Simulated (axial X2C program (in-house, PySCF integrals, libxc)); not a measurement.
**SiO⁺: bond curves with and without spin–orbit coupling**

Aim: find the lowest determinant of SiO⁺, scan the bond at several levels and fit the constants, once spin-free and once with spin–orbit coupling.

Program: an in-house X2C program for linear molecules on PySCF integrals. Level of theory: all-electron X2C, Si dyall-v3z, O dyall-av3z. These are calculated values, not measurements.

### Step 1. Set-up

task.json reads:

```json
{"zs": [14, 8], "q": 1, "bas": ["dyall-v3z", "dyall-av3z"], "levels": ["PBE0", "HF", "BP86"], "cc": true, "r0": 1.64, "thr": -2.0, "nmax": 90, "npts": 10, "nst": 2, "ntry": 6}
```

Keys: zs atomic numbers; q charge; bas basis sets; levels methods (HF also brings MP2); cc coupled cluster on or off; r0 starting distance in Å; thr threshold in hartree for freezing inner shells (an s shell follows its p shell); nmax most natural virtual spinors; npts points asked for on the curve; nst determinants followed; ntry starts of the search.

Started as:

```bash
python so2c.py task.json out
```

Spin-free means the one-electron spin-free X2C Hamiltonian; two-component (2c) means X2C with spin–orbit coupling and atomic mean-field two-electron Coulomb and Gaunt terms. Basis: Si dyall-v3z contracted to [8s7p2d1f], O dyall-av3z contracted to [7s6p3d2f]; Gaussian nuclei, density fitting. Masses: Si 27.977 u, O 15.995 u.

Notation: σ, π±, δ± give the projection m of an orbital's angular momentum (0, ±1, ±2), α and β its spin, Λ and M_S the sums; ω is the projection of a spinor's total angular momentum and Ω the sum. Logs are in hartree.

The results follow Hamiltonian by Hamiltonian and level by level.

### Step 2. State search with PBE0

PBE0 moves the distance from 1.640 Å to 1.532 Å and compares determinants there.

Spin-free determinants:

```json
{"ΔE (eV)": "0.00", "state": "M_S = 1/2, Λ = 0", "open shells": "beyond closed shells: σα"}
{"ΔE (eV)": "0.57", "state": "M_S = 1/2, Λ = 1", "open shells": "beyond closed shells: π+α, π+β, π-α"}
{"ΔE (eV)": "4.65", "state": "M_S = 3/2, Λ = 0", "open shells": "beyond closed shells: σα, π+α, π+β, 2 × π-α"}
{"ΔE (eV)": "4.65", "state": "M_S = 3/2, Λ = 2", "open shells": "beyond closed shells: σα, 2 × π+α, π+β, π-α"}
{"ΔE (eV)": "5.02", "state": "M_S = 1/2, Λ = 2", "open shells": "beyond closed shells: σα, 2 × π+α, π+β, π-β"}
```

Two-component determinants:

```json
{"ΔE (eV)": "0.00", "state": "Ω = 1/2", "open shells": "excess of +ω over −ω: ω = 1/2"}
{"ΔE (eV)": "0.56", "state": "Ω = 3/2", "open shells": "excess of +ω over −ω: ω = 3/2"}
{"ΔE (eV)": "4.65", "state": "Ω = 7/2", "open shells": "excess of +ω over −ω: ω = 1/2, 2 × ω = 3/2"}
{"ΔE (eV)": "4.67", "state": "Ω = 3/2", "open shells": "excess of +ω over −ω: ω = 3/2"}
{"ΔE (eV)": "5.04", "state": "Ω = 5/2", "open shells": "excess of +ω over −ω: 2 × ω = 1/2, ω = 3/2"}
```

### Step 3. PBE0, spin-free

State followed: M_S = 1/2, Λ = 0 (beyond closed shells: σα). The scan is laid around 1.532 Å, a first estimate of the minimum, and this SCF restarts from the orbitals of the search.

Output at 1.532 Å:

```text
spin-free X2C-1e  PBE0
basis functions 100  fitting functions 582  grid points 4351
iter        total energy     max residual
   1       -364.810689374     8.61e-05
   2       -364.810689407     8.87e-05
   3       -364.810689415     1.02e-04
   4       -364.810689444     1.72e-05
   5       -364.810689445     2.24e-06
converged
one-electron -575.29855622  Coulomb 200.81944703  exact exchange -7.07589276  xc functional -21.94227211  nuclear repulsion 38.68658461
```

Along the bond, energies from the lowest point:

```csv
R (Å),E (eV),μ (D),HOMO (eV),LUMO (eV),iterations
1.333,1.4066,-4.31,-18.24,-14.04,25
1.394,0.5694,-4.35,-18.28,-14.06,26
1.440,0.2177,-4.37,-18.23,-14.05,24
1.486,0.0423,-4.38,-17.97,-14.02,22
1.532,0.0000,-4.40,-17.73,-13.96,5
1.586,0.0749,-4.44,-17.45,-13.88,24
1.639,0.2449,-4.49,-17.17,-13.76,22
1.708,0.5565,-4.60,-16.82,-13.59,24
1.792,1.0191,-4.78,-16.38,-13.36,25
1.915,1.7589,-5.13,-15.77,-13.01,21
```

Dipoles are positive if O is the positive end and refer to the centre of mass.

Outer orbitals at the reference distance:

```csv
symmetry,occupied,ε (eV),atomic character
σβ,yes,-34.58,"69% O s, 11% Si p, 8% Si s"
σα,yes,-22.00,"61% O p, 26% Si s, 8% O s"
σβ,yes,-19.77,"42% O p, 41% Si s, 9% O s"
σα,yes,-18.30,"33% Si s, 31% Si p, 29% O p"
π-α,yes,-18.14,"80% O p, 13% Si p, 4% Si d"
π+α,yes,-18.14,"80% O p, 13% Si p, 4% Si d"
π-β,yes,-17.73,"78% O p, 14% Si p, 5% Si d"
π+β,yes,-17.73,"78% O p, 14% Si p, 5% Si d"
σβ,no,-13.96,"44% O p, 28% Si p, 20% Si s"
π-α,no,-9.92,"68% Si p, 12% O p, 11% Si d"
π+α,no,-9.92,"68% Si p, 12% O p, 11% Si d"
π+β,no,-9.29,"68% Si p, 14% O p, 9% Si d"
```

PBE0 fields in the half plane through the axis: z from -2.4 to 3.9 Å across, distance from the axis 0.15 to 2.25 Å upwards; Si lies at z = 0 and O at z = 1.532 Å; the ELF is damped to zero where the density is low.

log10 density (e/bohr³). Ten even steps from ' ' (-6.18 ) to '@' (1.07 ):
```
....::::::--------------------::::::....    
..::::------================------::::....  
::::----======++++++++==========----::::..  
::----====++++++++++++++++++++++====--::....
::--====++++******************++++==----::..
----==++++**************######**++++==--::..
--====++******##%%########%%####**++==--::..
--====++****##%%@@%%####%%@@%%##**++==--::::
```

ELF. Ten even steps from ' ' (0.00 ) to '@' (0.99 ):
```
                                            
          ::::::....                        
      ::**####**==--::........              
    ::##@@@@@@%%##++==--------::..          
  ..##@@@@@@@@%%##++++++******==::..        
  ==@@@@@@@@%%--..::++####%%%%##==::        
  **@@@@@@@@::..++..::##%%%%%%%%**--        
  ##@@@@@@@@  %%++%%  ##++--==%%**--..      
```

Re = 1.526 Å, ωe = 1141 cm⁻¹, ωexe = 7.07 cm⁻¹, Be = 0.7111 cm⁻¹, De = 4.58 eV, μ = -4.40 D.

### Step 4. HF, spin-free

Output at 1.532 Å:

```text
spin-free X2C-1e  HF
basis functions 100  fitting functions 582  grid points 4351
iter        total energy     max residual
   1       -364.096095609     1.14e-01
   2       -364.114031189     2.11e-02
   3       -364.117730359     1.82e-02
   4       -364.120480510     1.93e-02
   5       -364.122136728     8.57e-03
   6       -364.123264182     7.11e-03
   7       -364.123479200     4.12e-03
   8       -364.123546235     5.63e-04
   9       -364.123551756     3.45e-04
  10       -364.123555044     2.14e-04
  11       -364.123556040     1.10e-04
  12       -364.123556380     8.09e-05
  13       -364.123556426     3.66e-05
  14       -364.123556433     1.07e-05
  15       -364.123556434     2.47e-06
converged
one-electron -575.01513934  Coulomb 200.60749614  exact exchange -28.40249785  xc functional 0.00000000  nuclear repulsion 38.68658461
```

No constants are quoted: the solution changes its character somewhere along the scan, so the fit is set aside.

### Step 5. BP86, spin-free

The SCF at the reference distance of 1.532 Å:

```text
spin-free X2C-1e  BP86
basis functions 100  fitting functions 582  grid points 4351
iter        total energy     max residual
   1       -365.050701937     6.38e-02
   2       -365.051622483     2.51e-02
   3       -365.053294453     2.32e-02
   4       -365.053826562     4.31e-03
   5       -365.053883076     4.18e-04
   6       -365.053885197     4.28e-04
   7       -365.053885652     9.93e-05
   8       -365.053885679     3.21e-05
   9       -365.053885682     4.60e-06
converged
one-electron -575.33469381  Coulomb 200.84786872  exact exchange 0.00000000  xc functional -29.25364521  nuclear repulsion 38.68658461
```

Re = 1.538 Å, ωe = 1127 cm⁻¹, ωexe = 7.12 cm⁻¹, Be = 0.7002 cm⁻¹, De = 5.24 eV, μ = -4.31 D.

### Step 6. MP2 and beyond, spin-free

Correlated methods: 9 electrons correlated (frozen shells, counted by type: Si 2 s, 1 p; O 1 s), 169 virtual spinors in MP2, 90 natural virtuals in coupled cluster.

Output of the correlated part at 1.532 Å:

```text
correlated 9  virtual 169  natural virtual 90  E(MP2) -0.282009319  MP2 remainder -0.005801363
iter   CCSD correlation   residual
   1     -0.280052901   1.50e-01
   2     -0.290896533   8.30e-02
   3     -0.297732929   5.09e-02
   4     -0.300009624   3.30e-02
   5     -0.302796341   1.98e-02
   6     -0.303351657   7.79e-03
   7     -0.303571212   2.85e-03
   8     -0.303627561   1.10e-03
   9     -0.303608204   4.16e-04
  10     -0.303618275   1.94e-04
  11     -0.303611341   9.44e-05
  12     -0.303611904   5.01e-05
  13     -0.303610089   2.91e-05
  14     -0.303609260   1.39e-05
  15     -0.303609181   5.72e-06
  16     -0.303609192   2.64e-06
(T) -0.015163637  T1 0.1009  D1 0.2524  max T2 0.088
```

T1 in the output is the amplitude norm over the root of the electron number; divide by √2 for the Lee–Taylor value.

MP2: No constants are quoted: the reference changes its character somewhere along the scan, so the fit is set aside.

CCSD: No constants are quoted: the reference changes its character somewhere along the scan, so the fit is set aside.

CCSD(T): No constants are quoted: the reference changes its character somewhere along the scan, so the fit is set aside.

### Step 7. A higher determinant, spin-free

State: M_S = 1/2, Λ = 1 (beyond closed shells: π+α, π+β, π-α).

Output at the reference distance:

```text
spin-free X2C-1e  PBE0
basis functions 100  fitting functions 582  grid points 4351
iter        total energy     max residual
   1       -364.789846665     2.18e-05
   2       -364.789846670     9.14e-06
converged
one-electron -575.19058458  Coulomb 200.76124642  exact exchange -7.09610277  xc functional -21.95099036  nuclear repulsion 38.68658461
```

| R (Å) | E above the lowest PBE0 point (eV) |
| --- | --- |
| 1.333 | 3.397 |
| 1.394 | 2.063 |
| 1.440 | 1.372 |
| 1.486 | 0.889 |
| 1.532 | 0.567 |
| 1.586 | 0.353 |
| 1.639 | 0.273 |
| 1.708 | 0.313 |
| 1.792 | 0.512 |

Re = 1.654 Å, ωe = 926 cm⁻¹, ωexe = 4.71 cm⁻¹, Be = 0.6058 cm⁻¹, μ = -2.97 D. Te = 0.27 eV.

### Step 8. The spin-free curves together

Energy (eV) of the followed determinant, spin-free, from each level's lowest point:

```csv
R (Å),PBE0,HF (jumps),MP2 (its reference jumps),CCSD (its reference jumps),CCSD(T) (its reference jumps),BP86
1.333,1.407,1.587,0.814,n/a,n/a,1.565
1.394,0.569,0.728,0.552,0.647,0.668,0.671
1.440,0.218,0.325,0.245,0.268,0.284,0.280
1.486,0.042,0.095,0.066,0.066,0.074,0.071
1.532,0.000,0.000,0.000,0.000,0.000,0.000
1.586,0.075,0.020,0.037,0.052,0.042,0.048
1.639,0.245,0.146,0.168,0.206,0.186,0.197
1.708,0.556,0.417,0.434,0.506,0.473,0.487
1.792,1.019,0.856,0.853,n/a,n/a,0.928
1.915,1.759,1.603,1.555,n/a,n/a,1.632
```

### Step 9. PBE0, 2c

State followed: Ω = 1/2 (excess of +ω over −ω: ω = 1/2). The scan is laid around 1.532 Å, a first estimate of the minimum, and this SCF restarts from the orbitals of the search.

Output at 1.532 Å:

```text
two-component X2C + atomic mean field  PBE0
basis functions 100  fitting functions 582  grid points 4351
iter        total energy     max residual
   1       -364.769486839     8.96e-05
   2       -364.769486913     5.87e-05
   3       -364.769486947     1.99e-04
   4       -364.769487018     4.16e-05
   5       -364.769487032     6.13e-06
   6       -364.769487033     2.23e-06
converged
one-electron -575.18929965  Coulomb 200.78794149  exact exchange -7.07475398  xc functional -21.93869742  nuclear repulsion 38.68658461  atomic mean-field constant -0.04126208
```

Along the bond, energies from the lowest point:

| R (Å) | E (eV) | μ (D) | HOMO (eV) | LUMO (eV) | iterations |
| --- | --- | --- | --- | --- | --- |
| 1.333 | 1.4089 | -4.31 | -18.24 | -14.04 | 27 |
| 1.394 | 0.5707 | -4.35 | -18.27 | -14.06 | 25 |
| 1.440 | 0.2184 | -4.37 | -18.22 | -14.05 | 24 |
| 1.486 | 0.0426 | -4.38 | -17.96 | -14.02 | 22 |
| 1.532 | 0.0000 | -4.40 | -17.72 | -13.96 | 6 |
| 1.586 | 0.0746 | -4.44 | -17.44 | -13.87 | 24 |
| 1.639 | 0.2445 | -4.49 | -17.16 | -13.76 | 21 |
| 1.708 | 0.5558 | -4.60 | -16.81 | -13.59 | 31 |
| 1.792 | 1.0182 | -4.78 | -16.38 | -13.36 | 33 |
| 1.915 | 1.7575 | -5.13 | -15.77 | -13.01 | 31 |

Dipoles are positive if O is the positive end and refer to the centre of mass.

Outer spinors at the reference distance:

```tsv
ω	occupied	ε (eV)	atomic character	λ mixture
-1/2	yes	-34.58	69% O s, 11% Si p, 8% Si s	100% σ
1/2	yes	-22.00	61% O p, 26% Si s, 8% O s	100% σ
-1/2	yes	-19.77	42% O p, 41% Si s, 9% O s	100% σ
1/2	yes	-18.30	33% Si s, 31% Si p, 29% O p	100% σ
-1/2	yes	-18.15	79% O p, 13% Si p, 4% Si d	100% π
3/2	yes	-18.13	80% O p, 13% Si p, 4% Si d	100% π
1/2	yes	-17.74	78% O p, 14% Si p, 5% Si d	100% π
-3/2	yes	-17.72	78% O p, 14% Si p, 5% Si d	100% π
-1/2	no	-13.96	44% O p, 28% Si p, 20% Si s	100% σ
-1/2	no	-9.93	68% Si p, 12% O p, 11% Si d	100% π
3/2	no	-9.91	68% Si p, 12% O p, 11% Si d	100% π
1/2	no	-9.30	68% Si p, 14% O p, 9% Si d	100% π
```

PBE0 fields in the half plane through the axis: z from -2.4 to 3.9 Å across, distance from the axis 0.15 to 2.25 Å upwards; Si lies at z = 0 and O at z = 1.532 Å; the ELF is damped to zero where the density is low.

log10 density (e/bohr³). Ten even steps from ' ' (-6.18 ) to '@' (1.07 ):
```
....::::::--------------------::::::....    
..::::------================------::::....  
::::----======++++++++==========----::::..  
::----====++++++++++++++++++++++====--::....
::--====++++******************++++==----::..
----==++++**************######**++++==--::..
--====++******##%%########%%####**++==--::..
--====++****##%%@@%%####%%@@%%##**++==--::::
```

ELF. Ten even steps from ' ' (0.00 ) to '@' (0.99 ):
```
                                            
          ::::::....                        
      ::**####**==--::........              
    ::##@@@@@@%%##++==--------::..          
  ..##@@@@@@@@%%##++++++******==::..        
  ==@@@@@@@@%%--..::++####%%%%##==::        
  **@@@@@@@@::..++..::##%%%%%%%%**--        
  ##@@@@@@@@  %%++%%  ##++--==%%**--..      
```

Re = 1.526 Å, ωe = 1141 cm⁻¹, ωexe = 7.08 cm⁻¹, Be = 0.711 cm⁻¹, De = 4.58 eV, μ = -4.40 D.

### Step 10. HF, 2c

The SCF at the reference distance of 1.532 Å:

```text
two-component X2C + atomic mean field  HF
basis functions 100  fitting functions 582  grid points 4351
iter        total energy     max residual
   1       -364.055051543     1.14e-01
   2       -364.072978074     2.11e-02
   3       -364.076675092     1.82e-02
   4       -364.079423500     1.93e-02
   5       -364.081079133     8.57e-03
   6       -364.082207723     7.12e-03
   7       -364.082424059     4.13e-03
   8       -364.082493246     5.71e-04
   9       -364.082500408     5.55e-04
  10       -364.082507527     6.10e-04
  11       -364.082513031     6.87e-04
  12       -364.082523050     8.72e-04
  13       -364.082548437     1.38e-03
  14       -364.083239978     8.26e-03
  15       -364.084058320     1.51e-02
  16       -364.085140106     1.77e-02
  17       -364.089281935     1.54e-02
  18       -364.093303240     1.08e-02
  19       -364.095931384     1.06e-02
  20       -364.097044159     1.34e-02
  21       -364.098209622     3.86e-03
  22       -364.098579808     2.98e-03
  23       -364.098719649     2.56e-03
  24       -364.098855335     1.73e-03
  25       -364.098971280     1.33e-03
  26       -364.099057896     1.16e-03
  27       -364.099097666     7.78e-04
  28       -364.099113710     6.04e-04
  29       -364.099119562     2.64e-04
  30       -364.099120813     8.04e-05
  31       -364.099120947     2.03e-05
  32       -364.099120956     8.71e-06
  33       -364.099120957     4.08e-06
  34       -364.099120957     1.17e-06
converged
one-electron -574.95297664  Coulomb 200.64698456  exact exchange -28.43845141  xc functional 0.00000000  nuclear repulsion 38.68658461  atomic mean-field constant -0.04126208
```

No constants are quoted: the solution changes its character somewhere along the scan, so the fit is set aside.

### Step 11. BP86, 2c

The SCF at the reference distance of 1.532 Å:

```text
two-component X2C + atomic mean field  BP86
basis functions 100  fitting functions 582  grid points 4351
iter        total energy     max residual
   1       -365.009400952     6.38e-02
   2       -365.010320995     2.51e-02
   3       -365.011992550     2.32e-02
   4       -365.012524004     4.31e-03
   5       -365.012580783     4.18e-04
   6       -365.012582544     4.28e-04
   7       -365.012583003     9.98e-05
   8       -365.012583030     3.26e-05
   9       -365.012583034     5.28e-06
converged
one-electron -575.22529434  Coulomb 200.81621166  exact exchange 0.00000000  xc functional -29.24882289  nuclear repulsion 38.68658461  atomic mean-field constant -0.04126208
```

Re = 1.538 Å, ωe = 1127 cm⁻¹, ωexe = 7.12 cm⁻¹, Be = 0.7001 cm⁻¹, De = 5.24 eV, μ = -4.31 D.

### Step 12. Correlated methods, 2c

Correlated methods: 9 electrons correlated (frozen shells, counted by type: Si 2 s, 1 p; O 1 s), 169 virtual spinors in MP2, 90 natural virtuals in coupled cluster.

Output of the correlated part at 1.532 Å:

```text
correlated 9  virtual 169  natural virtual 90  E(MP2) -0.257540676  MP2 remainder -0.005754790
iter   CCSD correlation   residual
   1     -0.265501844   1.18e-01
   2     -0.274352807   5.42e-02
   3     -0.276724158   2.57e-02
   4     -0.276862161   1.14e-02
   5     -0.277137543   5.78e-03
   6     -0.277203557   3.39e-03
   7     -0.277218951   2.56e-03
   8     -0.277255755   2.22e-03
   9     -0.277242220   1.83e-03
  10     -0.277265491   1.35e-03
  11     -0.277261937   8.61e-04
  12     -0.277278989   5.09e-04
  13     -0.277284232   2.71e-04
  14     -0.277286790   1.46e-04
  15     -0.277288078   8.36e-05
  16     -0.277288557   4.67e-05
  17     -0.277288843   2.36e-05
  18     -0.277289069   1.19e-05
  19     -0.277289067   5.90e-06
(T) -0.009540397  T1 0.0399  D1 0.0780  max T2 0.103
```

MP2: No constants are quoted: the reference changes its character somewhere along the scan, so the fit is set aside.

CCSD: No constants are quoted: the reference changes its character somewhere along the scan, so the fit is set aside.

CCSD(T): No constants are quoted: the reference changes its character somewhere along the scan, so the fit is set aside.

### Step 13. A higher determinant, 2c

State: Ω = 3/2 (excess of +ω over −ω: ω = 3/2).

Output at the reference distance:

```text
two-component X2C + atomic mean field  PBE0
basis functions 100  fitting functions 582  grid points 4351
iter        total energy     max residual
   1       -364.748965284     3.96e-06
   2       -364.748965285     1.94e-06
converged
one-electron -575.08257798  Coulomb 200.73072433  exact exchange -7.09496525  xc functional -21.94746891  nuclear repulsion 38.68658461  atomic mean-field constant -0.04126208
```

```csv
R (Å),E above the lowest PBE0 point (eV)
1.333,3.390
1.394,2.055
1.440,1.364
1.486,0.880
1.532,0.558
1.586,0.345
1.639,0.264
1.708,0.303
1.792,0.503
```

Re = 1.654 Å, ωe = 926 cm⁻¹, ωexe = 4.71 cm⁻¹, Be = 0.6057 cm⁻¹, μ = -2.97 D. Te = 0.26 eV.

### Step 14. The 2c curves together

Energy (eV) of the followed determinant, 2c, from each level's lowest point:

```
R (Å)   PBE0  HF (jumps)  MP2 (its reference jumps)  CCSD (its reference jumps)  CCSD(T) (its reference jumps)   BP86
1.333  1.409       2.227                      0.925                         n/a                            n/a  1.567
1.394  0.571       1.318                      1.145                       0.716                          0.607  0.672
1.440  0.218       0.810                      0.895                       0.409                          0.286  0.281
1.486  0.043       0.439                      0.606                       0.362                          0.291  0.071
1.532  0.000       0.185                      0.320                       0.274                          0.289  0.000
1.586  0.075       0.027                      0.084                       0.077                          0.089  0.047
1.639  0.244       0.000                      0.000                       0.000                          0.000  0.196
1.708  0.556       0.110                      0.039                       0.048                          0.030  0.486
1.792  1.018       0.394                      0.241                         n/a                            n/a  0.927
1.915  1.758       0.975                      0.723                         n/a                            n/a  1.631
```

Time for the job: 3 min (1 thread of Intel Xeon at 2.60GHz (Ice Lake), shared host); peak memory 0.5 GiB.

### Step 15. What came out

Lowest determinant that the search found at its distance, spin-free: M_S = 1/2, Λ = 0 (beyond closed shells: σα).

Lowest determinant that the search found at its distance, 2c: Ω = 1/2 (excess of +ω over −ω: ω = 1/2).

```json
{"Hamiltonian": "spin-free", "level": "PBE0", "Re (Å)": "1.526", "ωe (cm⁻¹)": "1141", "De (eV)": "4.58", "μ (D)": "-4.40"}
{"Hamiltonian": "spin-free", "level": "BP86", "Re (Å)": "1.538", "ωe (cm⁻¹)": "1127", "De (eV)": "5.24", "μ (D)": "-4.31"}
{"Hamiltonian": "2c", "level": "PBE0", "Re (Å)": "1.526", "ωe (cm⁻¹)": "1141", "De (eV)": "4.58", "μ (D)": "-4.40"}
{"Hamiltonian": "2c", "level": "BP86", "Re (Å)": "1.538", "ωe (cm⁻¹)": "1127", "De (eV)": "5.24", "μ (D)": "-4.31"}
```

Dipoles are positive if O is the positive end and refer to the centre of mass. No constants: spin-free HF (the solution changes its character somewhere along the scan, so the fit is set aside); spin-free MP2 (the reference changes its character somewhere along the scan, so the fit is set aside); spin-free CCSD (the reference changes its character somewhere along the scan, so the fit is set aside); spin-free CCSD(T) (the reference changes its character somewhere along the scan, so the fit is set aside); 2c HF (the solution changes its character somewhere along the scan, so the fit is set aside); 2c MP2 (the reference changes its character somewhere along the scan, so the fit is set aside); 2c CCSD (the reference changes its character somewhere along the scan, so the fit is set aside); 2c CCSD(T) (the reference changes its character somewhere along the scan, so the fit is set aside).

Time per point (s) on 1 thread of Intel Xeon at 2.60GHz (Ice Lake), shared host (2c runs); the times are rough: PBE0 0.61, BP86 0.43.

At PBE0, going from spin-free to two-component changes Re by 0 mÅ, ωe by 0.0 %; the spin-free picture holds up (part of it comes from the scalar share of the two-electron terms). De moves by 0.00 eV; both De rest on single-determinant atoms, which can miss part of an open shell's spin–orbit lowering.

De refers to Si+ + O, each in the lowest determinant found, which need not be this curve's own limit. The state is a single determinant with fixed occupations, the lowest that a limited PBE0 search found. De is counted from the lowest determinant-based energies of the atoms at the same level, without counterpoise correction. Density functionals use the spin component along the axis (collinear).
